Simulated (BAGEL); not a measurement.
# One shape, several levels: singlet [N2H3]+

Aim: a comparison of 6 runs (HF/6-31G*, B3LYP/6-31G*, B3LYP/def2-TZVP, PBE0/def2-TZVP, NEVPT2(12,11)/6-31G*, CASPT2(12,11)/def2-TZVP) of singlet [N2H3]+. 

The calculation is run with BAGEL 1.2.2.

1 further run of the same task is left out (set aside as unsound or not needed). Runs told in other sessions of the task aren't counted.

### 1 The structure to begin with

[N2H3]+ has 5 atoms, charge +1, and is taken as a singlet. SMILES of the parent species: `[NH]N`. Geometry: relaxed at PBE0-D4/def2-TZVP. This is one conformer, not always the lowest. That shape belongs to the parent species and isn't relaxed for this state.

Bond lengths: N1–N2 1.338 Å, N1–H3 1.021 Å, N2–H4 1.008 Å, N2–H5 1.012 Å. Angles: N1–N2–H4 113.9°, N1–N2–H5 120.9°, N2–N1–H3 106.1°, H4–N2–H5 114.6°.

### 2 The energy at HF/6-31G(d) (density fitting with cc-pvqz-jkfit, spherical functions) (run 1)

input.json reads:

```json
{ "bagel" : [

{
  "title" : "molecule",
  "basis" : "6-31gs.json",
  "df_basis" : "cc-pvqz-jkfit",
  "angstrom" : true,
  "geometry" : [
    { "atom" : "N", "xyz" : [   -0.187600,   -0.818050,    0.454040 ] },
    { "atom" : "N", "xyz" : [   -0.128660,    0.235610,   -0.368450 ] },
    { "atom" : "H", "xyz" : [    0.759840,   -0.951450,    0.811270 ] },
    { "atom" : "H", "xyz" : [   -1.030950,    0.592300,   -0.640030 ] },
    { "atom" : "H", "xyz" : [    0.587360,    0.941580,   -0.256830 ] }
  ]
},
{
  "title" : "hf",
  "charge" : 1
},
{
  "title" : "print",
  "file" : "orbitals.molden",
  "orbitals" : true
}

]}
```

The basis set 6-31G* is read from a file made from the Basis Set Exchange's data (not shown).

The run is started by

```
BAGEL_NUM_THREADS=1 BAGEL input.json > input.out
```

The program printed:

```text
* using 1 threads per process

  ===============================================================
  ===============================================================

  *** Geometry ***

  { "atom" : "N", "xyz" : [     -0.354513,     -1.545890,      0.858011 ] },
  { "atom" : "N", "xyz" : [     -0.243132,      0.445238,     -0.696270 ] },
  { "atom" : "H", "xyz" : [      1.435889,     -1.797980,      1.533078 ] },
  { "atom" : "H", "xyz" : [     -1.948213,      1.119285,     -1.209481 ] },
  { "atom" : "H", "xyz" : [      1.109950,      1.779328,     -0.485338 ] },

  Number of auxiliary basis functions:      365

  Since a DF basis is specified, we compute 2- and 3-index integrals:
    o Being stored without compression. Storage requirement is 0.003 GB

  Number of basis functions:       34
  Number of electrons      :       17

    * METHOD: MOLECULE                             0.07

  *** RHF ***

  === Nuclear Repulsion ===
    36.7279946837

      * DIIS with orbital gradients will be used.

  === RHF iteration (6-31gs.json) ===
      0       -110.22827319          0.02000817           0.00
      1       -110.26632599          0.00638710           0.00
      2       -110.26943476          0.00387907           0.00
      3       -110.27091448          0.00117671           0.00
      4       -110.27115133          0.00053466           0.00
      5       -110.27124315          0.00019647           0.00
      6       -110.27125411          0.00004092           0.00
      7       -110.27125451          0.00001441           0.00
      8       -110.27125458          0.00000635           0.00
      9       -110.27125460          0.00000325           0.00
     10       -110.27125460          0.00000155           0.00
     11       -110.27125460          0.00000074           0.00
     12       -110.27125460          0.00000021           0.00
     13       -110.27125460          0.00000008           0.01
     14       -110.27125460          0.00000003           0.01
     15       -110.27125460          0.00000001           0.00
    * SCF iteration converged.

    * Permanent dipole moment:
           (   -0.576098,    -0.778211,    -0.035535) a.u.

    * METHOD: HF                                   0.10

    * METHOD: PRINT                                0.00

  ===============================================================
```

Wall time 0.3 s (1 thread of Arm Neoverse V2, shared host).

### 3 The energy at B3LYP/6-31G(d) (density fitting with cc-pvqz-jkfit, spherical functions) (run 2)

input.json reads:

```json
{ "bagel" : [

{
  "title" : "molecule",
  "basis" : "6-31gs.json",
  "df_basis" : "cc-pvqz-jkfit",
  "angstrom" : true,
  "geometry" : [
    { "atom" : "N", "xyz" : [      -0.187600,      -0.818050,       0.454040 ] },
    { "atom" : "N", "xyz" : [      -0.128660,       0.235610,      -0.368450 ] },
    { "atom" : "H", "xyz" : [       0.759840,      -0.951450,       0.811270 ] },
    { "atom" : "H", "xyz" : [      -1.030950,       0.592300,      -0.640030 ] },
    { "atom" : "H", "xyz" : [       0.587360,       0.941580,      -0.256830 ] }
  ]
},

{ "title" : "ks", "xc_func" : "b3lyp", "charge" : 1 },

{ "title" : "print", "file" : "orbitals.molden", "orbitals" : true }

]}
```

The basis set 6-31G* is read from a file made from the Basis Set Exchange's data (not shown).

The run is started by

```
BAGEL_NUM_THREADS=1 BAGEL input.json > input.out
```

The program printed:

```text
* using 1 threads per process

  ===============================================================
  ===============================================================

  *** Geometry ***

  { "atom" : "N", "xyz" : [     -0.354513,     -1.545890,      0.858011 ] },
  { "atom" : "N", "xyz" : [     -0.243132,      0.445238,     -0.696270 ] },
  { "atom" : "H", "xyz" : [      1.435889,     -1.797980,      1.533078 ] },
  { "atom" : "H", "xyz" : [     -1.948213,      1.119285,     -1.209481 ] },
  { "atom" : "H", "xyz" : [      1.109950,      1.779328,     -0.485338 ] },

  Number of auxiliary basis functions:      365

  Since a DF basis is specified, we compute 2- and 3-index integrals:
    o Being stored without compression. Storage requirement is 0.003 GB

  Number of basis functions:       34
  Number of electrons      :       17

    * METHOD: MOLECULE                             0.07

  *** Kohn-Sham DFT ***

    * Removing 7226 points whose weight is below 1.00e-10
    * Grid points: 67304

  === Nuclear Repulsion ===
    36.7279946837

       - DIIS with orbital gradients will be used.

  === KS iteration (b3lyp / 6-31gs.json) ===
      0       -100.79292822          0.20959813           0.06
      1       -101.61561248          0.22467865           0.05
      2       -102.76727142          0.26394145           0.05
      3       -110.45681551          0.07386699           0.05
      4       -110.31295647          0.08478435           0.05
      5       -110.87505014          0.02476545           0.05
      6       -110.91226609          0.01043572           0.05
      7       -110.91982050          0.00141798           0.05
      8       -110.92001696          0.00021747           0.05
      9       -110.92002019          0.00006822           0.05
     10       -110.92002048          0.00001454           0.05
     11       -110.92002049          0.00000419           0.05
     12       -110.92002050          0.00000095           0.05
     13       -110.92002050          0.00000022           0.05
     14       -110.92002050          0.00000012           0.05
     15       -110.92002050          0.00000001           0.05
     16       -110.92002050          0.00000001           0.05
    * SCF iteration converged.

    * Permanent dipole moment:
           (   -0.544381,    -0.855827,     0.083918) a.u.

    * METHOD: KS                                   0.94

    * METHOD: PRINT                                0.00

  ===============================================================
```

Run time: 1.1 s. Hardware: 1 thread of Arm Neoverse V2, shared host.

Run 3 isn't shown in full; the table further down has it.

### 4 The energy at PBE0/def2-TZVP (density fitting with cc-pvqz-jkfit) (run 4)

input.json reads:

```json
{ "bagel": [

{
  "title": "molecule",
  "basis": "def2-tzvp.json",
  "df_basis": "cc-pvqz-jkfit",
  "angstrom": "true",
  "geometry": [
    { "atom": "N", "xyz": [   -0.187600,   -0.818050,    0.454040 ] },
    { "atom": "N", "xyz": [   -0.128660,    0.235610,   -0.368450 ] },
    { "atom": "H", "xyz": [    0.759840,   -0.951450,    0.811270 ] },
    { "atom": "H", "xyz": [   -1.030950,    0.592300,   -0.640030 ] },
    { "atom": "H", "xyz": [    0.587360,    0.941580,   -0.256830 ] }
  ]
},
{ "title": "ks", "xc_func": "pbe0", "charge": 1 },
{ "title": "print", "file": "orbitals.molden", "orbitals": "true" }

]}
```

The basis set def2-TZVP is read from a file made from the Basis Set Exchange's data (not shown).

The run is started by

```
BAGEL_NUM_THREADS=1 BAGEL input.json > input.out
```

The program printed:

```text
* using 1 threads per process

  ===============================================================
  ===============================================================

  *** Geometry ***

  { "atom" : "N", "xyz" : [     -0.354513,     -1.545890,      0.858011 ] },
  { "atom" : "N", "xyz" : [     -0.243132,      0.445238,     -0.696270 ] },
  { "atom" : "H", "xyz" : [      1.435889,     -1.797980,      1.533078 ] },
  { "atom" : "H", "xyz" : [     -1.948213,      1.119285,     -1.209481 ] },
  { "atom" : "H", "xyz" : [      1.109950,      1.779328,     -0.485338 ] },

  Number of auxiliary basis functions:      365

  Since a DF basis is specified, we compute 2- and 3-index integrals:
    o Being stored without compression. Storage requirement is 0.019 GB

  Number of basis functions:       80
  Number of electrons      :       17

    * METHOD: MOLECULE                             0.10

  *** Kohn-Sham DFT ***

    * Removing 7226 points whose weight is below 1.00e-10
    * Grid points: 67304

  === Nuclear Repulsion ===
    36.7279946837

       - DIIS with orbital gradients will be used.

  === KS iteration (pbe0 / def2-tzvp.json) ===
      0        -94.63589565          0.19439691           0.12
      1        -97.91482378          0.16341483           0.12
      2       -102.54946781          0.17424677           0.12
      3       -108.56682240          0.09864521           0.12
      4       -110.11664622          0.06107015           0.11
      5       -110.77871666          0.01975583           0.12
      6       -110.81921712          0.01139487           0.12
      7       -110.83921202          0.00286474           0.12
      8       -110.84066809          0.00072080           0.12
      9       -110.84075677          0.00010732           0.12
     10       -110.84075847          0.00001914           0.12
     11       -110.84075852          0.00000556           0.12
     12       -110.84075853          0.00000194           0.11
     13       -110.84075853          0.00000012           0.12
     14       -110.84075853          0.00000005           0.11
     15       -110.84075853          0.00000001           0.12
     16       -110.84075853          0.00000000           0.12
    * SCF iteration converged.

    * Permanent dipole moment:
           (   -0.517963,    -0.827860,     0.104815) a.u.

    * METHOD: KS                                   2.23

    * METHOD: PRINT                                0.01

  ===============================================================
```

Wall time 2.5 s (1 thread of Arm Neoverse V2, shared host); peak memory 0.26 GiB.

Run 5 isn't shown in full; the table further down has it.

### 5 A single-point energy at CASPT2(12,11)/def2-TZVP (density fitting with cc-pvqz-jkfit) (run 6)

input.json reads:

```json
{ "bagel" : [

{
  "title" : "molecule",
  "basis" : "def2-tzvp.json",
  "df_basis" : "cc-pvqz-jkfit",
  "angstrom" : "true",
  "geometry" : [
    { "atom" : "N", "xyz" : [   -0.187600,   -0.818050,    0.454040 ] },
    { "atom" : "N", "xyz" : [   -0.128660,    0.235610,   -0.368450 ] },
    { "atom" : "H", "xyz" : [    0.759840,   -0.951450,    0.811270 ] },
    { "atom" : "H", "xyz" : [   -1.030950,    0.592300,   -0.640030 ] },
    { "atom" : "H", "xyz" : [    0.587360,    0.941580,   -0.256830 ] }
  ]
},
{
  "title" : "hf",
  "charge" : 1
},
{
  "title" : "casscf",
  "nstate" : 1,
  "nact" : 11,
  "nclosed" : 2,
  "charge" : 1,
  "maxiter" : 200,
  "natocc" : "true"
},
{
  "title" : "print",
  "file" : "orbitals.molden",
  "orbitals" : "true"
},
{
  "title" : "smith",
  "method" : "caspt2",
  "ms" : "true",
  "xms" : "true",
  "sssr" : "true",
  "shift" : 0.0,
  "ncore" : 2
}

]}
```

The basis set def2-TZVP is read from a file made from the Basis Set Exchange's data (not shown).

The run is started by

```
BAGEL_NUM_THREADS=1 BAGEL input.json > input.out
```

The program printed:

```text
* using 1 threads per process

  ===============================================================
  ===============================================================

  *** Geometry ***

  { "atom" : "N", "xyz" : [     -0.354513,     -1.545890,      0.858011 ] },
  { "atom" : "N", "xyz" : [     -0.243132,      0.445238,     -0.696270 ] },
  { "atom" : "H", "xyz" : [      1.435889,     -1.797980,      1.533078 ] },
  { "atom" : "H", "xyz" : [     -1.948213,      1.119285,     -1.209481 ] },
  { "atom" : "H", "xyz" : [      1.109950,      1.779328,     -0.485338 ] },

  Number of auxiliary basis functions:      365

  Since a DF basis is specified, we compute 2- and 3-index integrals:
    o Being stored without compression. Storage requirement is 0.019 GB

[... 18 lines left out ...]
    * SCF iteration converged.
[... 1 line left out ...]
    * Permanent dipole moment:
[... 22 lines left out ...]
    * Second-order optimization converged. *
[... 15 lines left out ...]
     * ci vector, state   0, <S^2> = 0.0000
[... 14 lines left out ...]
    * Approximate memory requirement for SMITH calulation per MPI process:
      o Storage requirement for T-amplitude, lambda, and residual is 0.01 GB
      o Storage requirement for MO integrals is 0.01 GB
    * Calculating and saving rdm4f

    * Third and Fock-weighted fourth order RDM ( 1, 1) evaluation
      will be done with 3 passes

    * Zeroth order energy : state  0      -13.0246920464

    * CASPT2 iteration is performed using redundant basis

      ---- iteration ----

        0    -0.23098254     0.00850648      1.07
        1    -0.23288908     0.00093551      1.06
        2    -0.23293460     0.00015073      1.07
        3    -0.23293527     0.00001640      1.07
        4    -0.23293528     0.00000256      1.08
        5    -0.23293528     0.00000032      1.08

      -------------------

    * CASPT2 energy : state  0     -110.7359975726
        reference weight              0.9465063857

    * METHOD: SMITH                               61.02

  ===============================================================
```

Wall time 2.7 min (1 thread of Arm Neoverse V2, shared host); peak memory 12 GiB.

### 6 Overview of the runs

| run | level | iteration cap | active rule | energy (Eh) | HOMO energy (eV) | LUMO energy (eV) | HOMO–LUMO gap (eV) | wall time |
| --- | --- | --- | --- | --- | --- | --- | --- | --- |
| 1 | HF/6-31G* (density fitting with cc-pvqz-jkfit, spherical functions) | – | – | -110.271255 | -22.19 | -6.43 | 15.76 | 0.3 s |
| 2 | B3LYP/6-31G* (density fitting with cc-pvqz-jkfit, spherical functions) | – | – | -110.920021 | -17.25 | -11.62 | 5.63 | 1.1 s |
| 3 | B3LYP/def2-TZVP (density fitting with cc-pvqz-jkfit) | – | – | -110.971406 | -17.31 | -11.71 | 5.60 | 2.4 s |
| 4 | PBE0/def2-TZVP (density fitting with cc-pvqz-jkfit) | – | – | -110.840759 | -17.57 | -11.39 | 6.18 | 2.5 s |
| 5 | NEVPT2(12,11)/6-31G* (density fitting with cc-pvqz-jkfit, spherical functions) | 200 | valence | -110.597273 | – | – | – | 18 min |
| 6 | CASPT2(12,11)/def2-TZVP (density fitting with cc-pvqz-jkfit) | 200 | valence | -110.735998 | – | – | – | 2.7 min |

### 7 Outcome

```
           quantity          value
run 6: total energy  -110.73600 Eh
```

Over runs 1, 2, 3, 4 the HOMO–LUMO gap runs from 5.60 eV (B3LYP/def2-TZVP) to 15.76 eV (HF/6-31G*). The two ends differ in method and basis. Totals of different functionals can't be ranked against each other. All runs together took 21 min, the longest 18 min.
